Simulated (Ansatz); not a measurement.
BeGa: from a trial structure to a relaxed crystal

All numbers below come from Ansatz 0.2.0, DFT PBE, scalar-relativistic, plane waves, PAW. Cutoff 420 eV, Γ-centred k mesh, Gaussian smearing, no spin polarisation in the final step.

The start puts BeGa on the caesium chloride structure type (Pm-3m, No. 221), with Be in place of Cs, Ga in place of Cl, at a guessed volume.

```xyz
2
Lattice="2.9561 0.0000 0.0000 0.0000 2.9561 0.0000 0.0000 0.0000 2.9561" Properties=species:S:1:pos:R:3 pbc="T T T"
Be    0.0000    0.0000    0.0000
Ga    1.4781    1.4781    1.4781
```

Cell and atoms relax at zero pressure; the relaxation can't lower the symmetry of the start.

Energies over the elements count from the elements' standard structures at the same level, with no empirical corrections.

Describe the relaxed structure.

It keeps Pm-3m (No. 221). The result has the caesium chloride structure. Conventional cell: a = 2.968 Å. Be is coordinated by 8 Ga at 2.57 Å and 6 Be at 2.97 Å; around Ga lie 8 Be at 2.57 Å and 6 Ga at 2.97 Å.

```xyz
2
Lattice="2.9677 0.0000 0.0000 0.0000 2.9677 0.0000 0.0000 0.0000 2.9677" Properties=species:S:1:pos:R:3 pbc="T T T"
Be    0.0000    0.0000    0.0000
Ga    1.4838    1.4838    1.4838
```

What are its volume, energy, density and gap?

The volume per atom is 13.07 Å³. The density is 5.00 g/cm³, the energy over the elements is 0.43 eV/atom and the gap on the 18×18×18 mesh is 0 eV (a metal).

The final run used a 18×18×18 mesh on its 2-atom cell and 0.10 eV smearing. For metals, differences of a few meV/atom aren't resolved. Symmetry constrained the relaxation, so the result can be a saddle point.

Cost: 2 runs of about 0.22 core-minutes in all, on Arm Neoverse V2 (shared hosts).